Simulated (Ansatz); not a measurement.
## Ansatz (development build ahead of 0.2.0) run

```yaml
crystal:
  periodic: [false, false, false]
  atoms:
    - { symbol: O, position_ang: [0.0, 0.0, -0.38675] }
    - { symbol: O, position_ang: [0.0, 0.97588, 0.19337] }
    - { symbol: O, position_ang: [0.0, -0.97588, 0.19337] }
basis:
  gaussian: { orbitals: cc-pVTZ }
hamiltonian:
  xc: hf
correlation:
  method: mp2
  frozen_orbitals: { O: 1 }
```

The input is written out in the form of the current development build from the run's settings.

The run gave:

* Converged: yes
* Reference energy: -224.34312 hartree
* Correlation energy: -0.72054 hartree
* Total energy: -225.06365 hartree
* Spin squared of the determinant: 0.000

Caution: in another basis set an unrestricted determinant lies well below.
